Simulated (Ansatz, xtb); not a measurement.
**Relative energies of C2H4Cl2 isomers**

2 of its isomers, all singlets with charge 0: A = 1,2-dichloroethane `ClCCCl`; B = 1,1-dichloroethane `CC(Cl)Cl`.

Shapes, held fixed at every level: PBE0-D4/def2-TZVP. Flexible molecules stand in one conformer, not always the lowest. Programs: Ansatz 0.2.0, xtb 6.7.1.

A:

```xyz
8

Cl   -2.0435    0.1467   -0.4693
C    -0.4629    0.5621    0.2260
C     0.6276   -0.3716   -0.2222
Cl    0.4323   -2.0109    0.4324
H    -0.2262    1.5757   -0.1019
H    -0.5703    0.5511    1.3097
H     1.5895    0.0018    0.1331
H     0.6535   -0.4549   -1.3078
```

B:

```xyz
8

C     0.2130    0.7981   -0.0021
C    -0.1859   -0.6454    0.1318
Cl    1.1078   -1.7157   -0.4510
Cl   -1.6975   -0.9677   -0.7457
H     0.3896    1.0478   -1.0485
H    -0.5831    1.4358    0.3860
H     1.1271    0.9799    0.5657
H    -0.3710   -0.9328    1.1638
```

Enthalpies at 298 K in kJ/mol, with harmonic thermal terms from PBE0-D4/def2-TZVP. Measured gas-phase heats of formation: A Active Thermochemical Tables; B Active Thermochemical Tables.

```tsv
level	kind	B − A
GFN0-xTB	semi-empirical	-12.0
HF/def2-SVP	Hartree–Fock	+1.6
HF/def2-TZVPP	Hartree–Fock	+2.7
B3LYP/6-31G* (spherical functions)	global hybrid	-2.3
wB97M-V/def2-TZVPP	range-separated hybrid	-5.0
MP2/def2-SVP	perturbation theory	-9.8
CCSD(T)/def2-SVP	coupled cluster or CI	-7.7
CCSD/def2-TZVPP	coupled cluster or CI	-3.0
CCSD(T)/CBS estimate	coupled cluster or CI	-5.3
measured	experiment	+2.7
```

Experiment puts A lowest of these. GFN0-xTB, B3LYP/6-31G* (spherical functions), wB97M-V/def2-TZVPP, MP2/def2-SVP, CCSD(T)/def2-SVP, CCSD/def2-TZVPP put B lowest. Absolute errors: HF/def2-TZVPP 0.0; HF/def2-SVP 1.1; B3LYP/6-31G* (spherical functions) 5.0; CCSD/def2-TZVPP 5.7; wB97M-V/def2-TZVPP 7.7; CCSD(T)/CBS estimate 8.0; CCSD(T)/def2-SVP 10.4; MP2/def2-SVP 12.5; GFN0-xTB 14.7 kJ/mol. The CBS estimate extrapolates MP2 from def2-TZVPP and def2-QZVPP and adds CCSD(T) − MP2 in the triple-zeta set, cores frozen. Gaps this small can turn on the conformers taken.
